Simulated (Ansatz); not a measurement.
A run of Ansatz (development build ahead of 0.2.0) on singlet CH₄ at this shape:

```json
{"atom": "C", "x (Å)": "0.0306", "y (Å)": "0.0043", "z (Å)": "-0.0393"}
{"atom": "H", "x (Å)": "0.6607", "y (Å)": "0.6198", "z (Å)": "0.6738"}
{"atom": "H", "x (Å)": "0.6828", "y (Å)": "-0.6375", "z (Å)": "-0.6444"}
{"atom": "H", "x (Å)": "-0.5955", "y (Å)": "0.6169", "z (Å)": "-0.6070"}
{"atom": "H", "x (Å)": "-0.6741", "y (Å)": "-0.6232", "z (Å)": "0.6061"}
```

Its results:

```
Converged                       : yes
Total energy                    : -40.46924 hartree
Spin squared of the determinant : 0.000
Stability test                  : minimum among restricted orbitals
```

Forces (eV/Å):
```tsv
atom	Fx	Fy	Fz
C1	0.638	-1.261	2.805
H2	-0.697	-0.624	-0.912
H3	-0.296	0.183	0.108
H4	-0.743	1.127	-1.169
H5	1.099	0.575	-0.832
```

**Question.** Which input gives this output? Name the method, the orbitals and the basis set, and write the input.

**Answer.** PBE0 (restricted) in def2-TZVP. An unrestricted run that stays on the closed shell gives the same numbers.

```yaml
crystal:
  periodic: [false, false, false]
  atoms:
    - { symbol: C, position_ang: [0.03056, 0.00431, -0.03933] }
    - { symbol: H, position_ang: [0.66074, 0.61981, 0.67378] }
    - { symbol: H, position_ang: [0.68276, -0.63754, -0.64442] }
    - { symbol: H, position_ang: [-0.59546, 0.61695, -0.60705] }
    - { symbol: H, position_ang: [-0.67409, -0.62323, 0.60613] }
basis:
  gaussian: { orbitals: def2-TZVP }
hamiltonian:
  xc: pbe0
output:
  forces: true
```
